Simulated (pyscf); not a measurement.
H₃C–GaH–CH₃ (SMILES [CH3][GaH][CH3]) + H• (SMILES [H]) → CH₄ (SMILES C) + [H₃C–GaH]• (SMILES [CH3][GaH]), a substitution at C (doublet surface; C–Ga broken, C–H formed). Structures and frequencies: ωB97X-D3(BJ)/def2-SVP in PySCF. Energies in eV from the separated reactants.

Small-basis levels: PySCF, no dispersion term, spherical d functions. AM1 to PM7: differences of heats of formation from MOPAC, which are fitted to 298 K values and so differ in kind from electronic energies by zero-point and thermal terms. GFN2-xTB: tblite. Open shells are spin-unrestricted. 

| level | barrier | reaction energy |
|---|---|---|
| SVWN5/6-31G*+LANL2DZ | 0.18 | -1.53 |
| BP86/6-31G*+LANL2DZ | 0.42 | -1.64 |
| B3LYP/3-21G | 0.79 | -1.07 |
| B3LYP/LANL2DZ | 0.78 | -1.57 |
| PBE/def2-SVP | 0.49 | -1.40 |
| GFN2-xTB | 0.99 | -1.20 |
| AM1 | -1.55 | -3.09 |
| ωB97M-D3(BJ)/def2-TZVP | 0.86 | -1.45 |

Against the last row the barrier runs from -2.41 (AM1) to +0.13 eV (GFN2-xTB). At AM1 this geometry lies under one side, so the entry may be no barrier of that level: it is a single point on another level's saddle. ωB97M-D3(BJ)/def2-TZVP has limits of its own. Abstraction by the radical was not located in this set and often lies lower. One saddle was located; it need not be the lowest between these sides. The angle at the attacked C is 164°. In the def2 sets elements up to Kr have no core potential.
